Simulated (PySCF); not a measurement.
H₂N, SMILES [NH2], multiplicity 2. Atoms are numbered in the order given.

```xyz
3

N      0.0000     0.0000    -0.1446
H      0.0000    -0.8087     0.5061
H      0.0000     0.8087     0.5061
```
Charge 0, spin multiplicity 2.

Coordinates come from a PBE-D3(BJ)/def2-TZVPD optimisation. The isomer is the one that the SMILES or the coordinates give; other isomers of the formula were not compared.

The numbers are results of PySCF with PBE-D3(BJ)/def2-TZVPD, not measurements.

Harmonic, unscaled wavenumbers; measured fundamentals usually lie a few per cent lower.

Q: Estimate the vibrational spectrum. (An estimate is asked for; the answer gives what the named calculation found.)

A: 
```json
[
 {"mode": "1", "ν (cm⁻¹)": "1493", "IR (km/mol)": "25.0", "moving atoms (share of kinetic energy)": "H 92 %, N 8 %"},
 {"mode": "2", "ν (cm⁻¹)": "3256", "IR (km/mol)": "17.1", "moving atoms (share of kinetic energy)": "H 96 %"},
 {"mode": "3", "ν (cm⁻¹)": "3349", "IR (km/mol)": "1.0", "moving atoms (share of kinetic energy)": "H 92 %, N 8 %"}
]
```
